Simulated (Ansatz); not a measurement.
Ideal-gas functions of BHO$_{2}$, SMILES `O=BO` at 298.15 K and 1 bar, from an Ansatz frequency run at PBE0-D4/def2-TZVP.

Molar mass 43.82 g/mol, point group Cs (symmetry number 1), electronic degeneracy 1, moments of inertia 0.662, 54.295, 54.957 u Å². Harmonic wavenumbers (cm⁻¹, unscaled): 463, 520, 937, 1040, 2114, 3904.

Use S(trans) = R[1.5 ln M + 2.5 ln T − 1.1517]; rotational temperatures θ = 24.2544 K / I; S(rot) = R[ln(√π/σ · √(T³/θAθBθC)) + 1.5]; for each mode x = 1.438777 ν̃/T, S = R[x/(eˣ − 1) − ln(1 − e⁻ˣ)] and H = RT x/(eˣ − 1); 1 cm⁻¹ = 0.0119627 kJ/mol; R = 8.31446 J/(mol·K).

By hand: the entropy, in J/(mol·K).

Translation 156.0. Rotation: θ = 36.6381, 0.4467, 0.4413 K, giving 80.1. Vibration, mode by mode: 3.17, 2.55, 0.50, 0.33, 0.00, 0.00, in all 6.6. Electronic 0.0. Sum 242.7 J/(mol·K).

By hand: H − E and G − E in kJ/mol, counted from the electronic energy.

Zero-point energy ½ × 8978 × 0.0119627 = 53.7; thermal vibration 1.4; translation, rotation and pV give 4 RT = 9.9. H − E = 65.0 kJ/mol, and G − E = 65.0 − 298.15 × 242.7/1000 = -7.4 kJ/mol.

Vibration gives 3 % of the entropy. The sum counts one conformer and one mirror image; others add a mixing term.
